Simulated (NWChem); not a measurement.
Total energies of CH3O

SMILES: C[O]
```xyz
5

C      0.0733     0.5594     0.0459
O     -0.1151    -0.7753    -0.0895
H      0.6373     0.6891     1.0038
H      0.7096     1.0174    -0.7426
H     -0.8660     1.1399     0.1789
```
Charge 0, spin multiplicity 2.

Everything below was run with NWChem. The geometry was optimised at UB3LYP/def2-SVP, a minimum by its harmonic frequencies.

Basis set: cc-pVDZ (43 functions).

```json
[
 {"method": "UHF", "total energy (Ha)": "-114.42857"},
 {"method": "UMP2", "total energy (Ha)": "-114.71657"},
 {"method": "UB2PLYP", "total energy (Ha)": "-114.93898"},
 {"method": "UPBE", "total energy (Ha)": "-114.91482"},
 {"method": "UB3LYP", "total energy (Ha)": "-115.05564"},
 {"method": "UPBE0", "total energy (Ha)": "-114.92525"}
]
```

Total energies of different functionals aren't comparable as a measure of quality: only differences taken within one method are. 

The correlated methods keep 2 core orbitals frozen. B3LYP has NWChem's definition, with VWN1-RPA local correlation. The structure started from a generated list of species. No SCF solution was tested for a lower state. Open-shell Hartree-Fock references start from PBE0 orbitals.
